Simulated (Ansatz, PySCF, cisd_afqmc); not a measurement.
System: CH₃S, charge 0, doublet. CH3S (SMILES [S]C, doublet).
B3LYP-D3(BJ)/def2-TZVP minimum from Ansatz (an electronic-structure program):
```
C
H 1 1.0894
H 1 1.0894 2 110.92
H 1 1.0953 2 107.93 3 118.03
S 1 1.7974 2 111.69 4 116.67
```
Charge 0, spin multiplicity 2.

Atomisation energy term by term, kcal/mol (programs: Ansatz, cisd_afqmc). Radicals and triplets start from unrestricted determinants; spin-orbit coupling is neglected. Correlated methods leave the cores frozen. Rows without X2C or -DK are non-relativistic. AFQMC/CISD: phaseless, guided by CISD from CCSD amplitudes; bars are statistical, one sigma. Outlying blocks are dropped, and bars are widened where a walk drifts. Over all cases where full CI ran beside it in this data, AFQMC minus full CI had a median of +0.1 mEh and passed +0.4 mEh in a tenth of the cases. CBS(X,Y): correlation extrapolated as X^-3, Hartree-Fock from the larger set (Q,5: extrapolated as (X+1)exp(-9√X)). A bracket is a step between two methods taken in the basis named. 'core' is core correlation in cc-pwCVTZ (1s frozen past Ne), 'X2C' scalar relativity in cc-pVTZ-DK, both at CCSD(T). Where a partner has so few electrons that a lower coupled-cluster level is exact, that level stands in.

```json
[
 {"term": "Hartree-Fock", "basis": "CBS(cc-pV(Q+d)Z,cc-pV(5+d)Z)", "kcal/mol": "285.05"},
 {"term": "CCSD correlation", "basis": "CBS(cc-pV(Q+d)Z,cc-pV(5+d)Z)", "kcal/mol": "91.34"},
 {"term": "(T)", "basis": "CBS(cc-pV(Q+d)Z,cc-pV(5+d)Z)", "kcal/mol": "5.26"},
 {"term": "CCSDT(Q) - CCSD(T)", "basis": "cc-pV(D+d)Z", "kcal/mol": "0.29"},
 {"term": "core correlation", "basis": "cc-pwCVTZ", "kcal/mol": "1.35"},
 {"term": "scalar relativity", "basis": "X2C, cc-pVTZ-DK", "kcal/mol": "-0.38"},
 {"term": "minus zero-point energy", "basis": "Hessian by PySCF at B3LYP-D3(BJ)/def2-TZVP", "kcal/mol": "-22.22"},
 {"term": "sum: D0", "basis": "", "kcal/mol": "360.7"}
]
```

The step beyond CCSD(T) by other levels: AFQMC/CISD in cc-pV(D+d)Z 0.13 ± 0.11; AFQMC/CISD in cc-pV(T+d)Z 0.19 ± 0.14 kcal/mol.
